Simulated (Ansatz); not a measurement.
A calculation with Ansatz (development build ahead of 0.2.0).

```yaml
crystal:
  periodic: [false, false, false]
  atoms:
    - { symbol: O, position_ang: [0.00411, 0.0083, 0.00312] }
    - { symbol: H, position_ang: [0.96515, -0.13295, 0.23077] }
    - { symbol: O, position_ang: [2.91254, 0.00568, 7.0e-05] }
    - { symbol: H, position_ang: [3.41443, 0.83447, -0.1265] }
    - { symbol: H, position_ang: [3.52424, -0.77087, -0.14893] }
    - { symbol: O, position_ang: [-1.21527, 2.6891, 0.32154] }
    - { symbol: H, position_ang: [-0.75775, 1.86277, 0.13958] }
    - { symbol: H, position_ang: [-2.11797, 2.47765, 0.31261] }
basis:
  gaussian: { orbitals: def2-SVP }
magnetization:
  spin_polarized: true
  initial_magnetization: 1
hamiltonian:
  xc: hf
output:
  forces: true
```

The input is written out in the form of the current development build from the run's settings.

Results

| Quantity | Value |
| --- | --- |
| Converged | yes |
| Total energy | -227.26057 hartree |
| Spin squared of the determinant | 0.755 |
| Stability test | minimum |

Forces (eV/Å):
| atom | Fx | Fy | Fz |
| --- | --- | --- | --- |
| O1 | 1.652 | -0.400 | 0.459 |
| H2 | -1.552 | 0.381 | -0.535 |
| O3 | 2.075 | -0.810 | -0.466 |
| H4 | -0.678 | -1.637 | 0.169 |
| H5 | -1.475 | 2.392 | 0.355 |
| O6 | 1.478 | -0.272 | -0.138 |
| H7 | -0.431 | 0.647 | 0.177 |
| H8 | -1.070 | -0.301 | -0.021 |
